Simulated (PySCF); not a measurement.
A GIAO shielding run with PySCF 2.14 (density fitting, non-relativistic, gas phase) on SMILES N#CCCCC, C5H9N:

```
$ OMP_NUM_THREADS=1 python probes_run.py task.json out

{"job": {"kind": "nmr", "xc": "PBE0", "basis": "pcSseg-2"}, "charge": 0, "multiplicity": 1}
C     -2.074782    -0.451181    -0.147227
C     -0.592717    -0.595647     0.148261
C      0.146015     0.729103     0.069730
C      1.640627     0.609585     0.371058
C      2.335759    -0.233300    -0.589792
N      2.862821    -0.896002    -1.367563
H     -2.586981    -1.413483    -0.089451
H     -2.237801    -0.048353    -1.150492
H     -2.556654     0.225847     0.563591
H     -0.453616    -1.026850     1.146367
H     -0.141089    -1.302045    -0.555806
H     -0.283344     1.437921     0.784832
H      0.015708     1.168115    -0.924259
H      1.795565     0.186458     1.368435
H      2.117617     1.593572     0.363404
```

Hardware: 1 thread of an Intel Xeon Platinum 8259CL, shared host. The job also computes population analyses, field gradients.

Q: How large is the calculation?

A: 46 electrons, 342 basis functions and 873 auxiliary functions.

Q: How long does it take, and how much memory does it need?

A: 71 s of wall time, with 14 SCF cycles and 5 response iterations; peak memory 1.4 GiB. Times on a shared host scatter by some tens of per cent.

Q: And these other runs on the same molecule and hardware: GIAO shielding at B97-2/pcSseg-2; GIAO shielding at KT3/pcSseg-2; GIAO shielding at wB97X-D/pcSseg-2?

A: B97-2/pcSseg-2: 342 functions, 63 s; KT3/pcSseg-2: 342 functions, 96 s; wB97X-D/pcSseg-2: 342 functions, 87 s.
